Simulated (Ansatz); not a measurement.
## Chalcopyrite ZnGeP₂

These are HSE06 in Ansatz (PAW) values and carry that method's errors.

Settings: plane-wave cutoff 460 eV, 6×6×6 k mesh, Fermi–Dirac smearing 0.01 eV, scalar-relativistic PAW data made under PBE.

Cell (relaxed at this level):

```cif
data_Ge4P8Zn4
_chemical_formula_sum 'Zn4 Ge4 P8'
_space_group_name_H-M_alt 'I-42d'
_space_group_IT_number 122
_space_group_name_Hall 'I -4 2bw'
_cell_length_a 5.47346
_cell_length_b 5.47346
_cell_length_c 10.74175
_cell_angle_alpha 90.000
_cell_angle_beta 90.000
_cell_angle_gamma 90.000
loop_
_atom_site_label
_atom_site_type_symbol
_atom_site_symmetry_multiplicity
_atom_site_Wyckoff_symbol
_atom_site_fract_x
_atom_site_fract_y
_atom_site_fract_z
_atom_site_occupancy
Zn1 Zn 4 a 0.00000 0.00000 0.00000 1
Ge1 Ge 4 b 0.00000 0.00000 0.50000 1
P1 P 8 d 0.25751 0.25000 0.12500 1
```
(The calculation used a cell of 8 atoms; values per cell refer to that cell.)

```json
{
  "band_gap": "1.93 eV (indirect)",
  "smallest_direct_gap_on_the_k_points_sampled": "2.07 eV"
}
```

Measured, for comparison: band gap 2.05 eV (temperature not stated, no zero-point or thermal correction, pseudodirect, our sources range from 1.80 to 2.20; as tabulated in Rashkeev et al. (1999), arXiv:cond-mat/9809378).

Spin–orbit coupling is not included.

Ansatz is an electronic-structure program.
